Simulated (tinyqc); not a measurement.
Worked calculation: G0W0 on RHF in the sto-6g basis, for H2O, spin multiplicity 1. One step of it, computed by the program tinyqc.

Question. G0W0 on Hartree-Fock: HOMO. W(p,q,m) = sqrt2 sum_ia (pq|ia) (X+Y)_ia,m; Sigma_c(x) = sum_(i,m) W^2/(x - e_i + w_m) + sum_(a,m) W^2/(x - e_a - w_m); solve x = e_p + Sigma_c(x) by Newton steps; Z = 1/(1 - dSigma/dx); 1 hartree = 27.211386 eV.

orbital energies (hartree): MO1 -20.488045, MO2 -1.285194, MO3 -0.654541, MO4 -0.443966, MO5 -0.393765, MO6 0.619445, MO7 0.802446

Two-electron integrals over orbitals (pq|rs), unique and non-zero (hartree):
```
(11|11) 4.760931    (21|11) -0.425240   (21|21) 0.061553    (22|11) 1.017405
(22|21) -0.013792   (22|22) 0.730835    (31|31) 0.011225    (32|31) 0.017933
(32|32) 0.148403    (33|11) 0.809320    (33|21) -0.004137   (33|22) 0.651589
(33|33) 0.643556    (41|11) 0.181868    (41|21) -0.023067   (41|22) 0.016335
(41|33) 0.005955    (41|41) 0.029732    (42|11) -0.120137   (42|21) 0.009576
(42|22) 0.009637    (42|33) 0.007098    (42|41) 0.020264    (42|42) 0.124367
(43|31) -0.003264   (43|32) 0.018101    (43|43) 0.044328    (44|11) 1.030288
(44|21) -0.013898   (44|22) 0.687854    (44|33) 0.610354    (44|41) -0.012610
(44|42) -0.105121   (44|44) 0.813451    (51|51) 0.026738    (52|51) 0.032297
(52|52) 0.144639    (53|53) 0.029438    (54|51) -0.012887   (54|52) -0.044416
(54|54) 0.056202    (55|11) 1.117074    (55|21) -0.011190   (55|22) 0.749548
(55|33) 0.635741    (55|41) 0.004462    (55|42) -0.061488   (55|44) 0.743304
(55|55) 0.880663    (61|11) -0.270514   (61|21) 0.041821    (61|22) -0.002708
(61|33) -0.000338   (61|41) -0.002903   (61|42) 0.019909    (61|44) -0.019056
(61|55) -0.006337   (61|61) 0.036201    (62|11) 0.330024    (62|21) -0.008323
(62|22) 0.144711    (62|33) 0.075532    (62|41) 0.018638    (62|42) 0.020245
(62|44) 0.102101    (62|55) 0.163804    (62|61) 0.003721    (62|62) 0.103248
(63|31) 0.003004    (63|32) -0.046074   (63|43) -0.026645   (63|63) 0.075193
(64|11) 0.191506    (64|21) -0.000738   (64|22) 0.088043    (64|33) 0.039539
(64|41) 0.004200    (64|42) -0.015978   (64|44) 0.108519    (64|55) 0.101772
(64|61) 0.002069    (64|62) 0.061850    (64|64) 0.057112    (65|51) 0.016993
(65|52) 0.062544    (65|54) -0.003633   (65|65) 0.040172    (66|11) 0.803395
(66|21) -0.007657   (66|22) 0.612914    (66|33) 0.574988    (66|41) 0.022077
(66|42) 0.062386    (66|44) 0.547855    (66|55) 0.587004    (66|61) 0.006455
(66|62) 0.093010    (66|64) 0.042110    (66|66) 0.596190    (71|31) 0.016282
(71|32) 0.024056    (71|43) -0.004959   (71|63) 0.003976    (71|71) 0.023689
(72|31) 0.013840    (72|32) 0.039006    (72|43) -0.031876   (72|63) 0.035826
(72|71) 0.018944    (72|72) 0.060760    (73|11) 0.365820    (73|21) -0.007435
(73|22) 0.139032    (73|33) 0.093516    (73|41) -0.001079   (73|42) -0.070269
(73|44) 0.169064    (73|55) 0.188743    (73|61) -0.006907   (73|62) 0.080341
(73|64) 0.067206    (73|66) 0.036937    (73|73) 0.148695    (74|31) -0.009454
(74|32) -0.074082   (74|43) 0.007305    (74|63) 0.042344    (74|71) -0.013338
(74|72) -0.017097   (74|74) 0.064661    (75|53) 0.023793    (75|75) 0.024660
(76|31) 0.010183    (76|32) 0.104964    (76|43) 0.042977    (76|63) -0.070155
(76|71) 0.013803    (76|72) -0.008441   (76|74) -0.056316   (76|76) 0.121314
(77|11) 0.890422    (77|21) -0.009729   (77|22) 0.630864    (77|33) 0.619063
(77|41) 0.003640    (77|42) -0.014711   (77|44) 0.620963    (77|55) 0.633284
(77|61) -0.006073   (77|62) 0.073019    (77|64) 0.037809    (77|66) 0.568937
(77|73) 0.099263    (77|77) 0.628956
```

excitation energies w (hartree): 1.090598  1.134631  1.244554  1.304316  1.469321  1.684503  2.156945  2.210626  21.179771  21.337835

X + Y:
```
            1          2         3          4          5          6          7          8
1>6  0.000000  -0.000544  0.000000   0.000000   0.000000   0.001349  -0.000305   0.000000
1>7  0.000000   0.000000  0.000000   0.002057   0.001048   0.000000   0.000000  -0.003571
2>6  0.000000  -0.106199  0.000000   0.000000   0.000000  -0.366479   0.878752   0.000000
2>7  0.000000   0.000000  0.000000   0.091613  -0.051585   0.000000   0.000000   0.968320
3>6  0.000000   0.000000  0.000000  -0.601490   0.735222   0.000000   0.000000   0.059609
3>7  0.000000  -0.189679  0.000000   0.000000   0.000000   0.864672   0.269564   0.000000
4>6  0.000000   0.951144  0.000000   0.000000   0.000000   0.103009   0.094016   0.000000
4>7  0.000000   0.000000  0.000000   0.772422   0.563783   0.000000   0.000000  -0.023155
5>6  0.963867   0.000000  0.000000   0.000000   0.000000   0.000000   0.000000   0.000000
5>7  0.000000   0.000000  0.980386   0.000000   0.000000   0.000000   0.000000   0.000000

             9         10
1>6   0.998292   0.000000
1>7   0.000000   0.998889
2>6   0.000064   0.000000
2>7   0.000000   0.000351
3>6   0.000000   0.000045
3>7  -0.000090   0.000000
4>6   0.000020   0.000000
4>7   0.000000  -0.000147
5>6   0.000000   0.000000
5>7   0.000000   0.000000
```

Give: The 12 largest terms at x = e_p; Newton steps; quasiparticle energy of the HOMO; Hartree-Fock value.

Answer.

The 12 largest terms at x = e_p (hartree; W for the signs of X + Y given):
```
q  m        W       term
5  7   0.2891     0.0387
5  6   0.1607     0.0153
2  1   0.0853     0.0037
5  2   0.0617     0.0034
6  1   0.0548    -0.0014
3  3   0.0330     0.0007
7  3   0.0342  -4.79e-04
1  1   0.0232   2.53e-05
4  1  -0.0050   2.15e-05
5  9  -0.0090   3.78e-06
```

Newton steps (hartree):
```
step        x  Sigma_c(x)       Z
0     -0.3938      0.0600  0.9678
1     -0.3357      0.0581  0.9696
2     -0.3357      0.0581  0.9696
```

quasiparticle energy of the HOMO = -9.1343 eV

Hartree-Fock value = -10.7149 eV
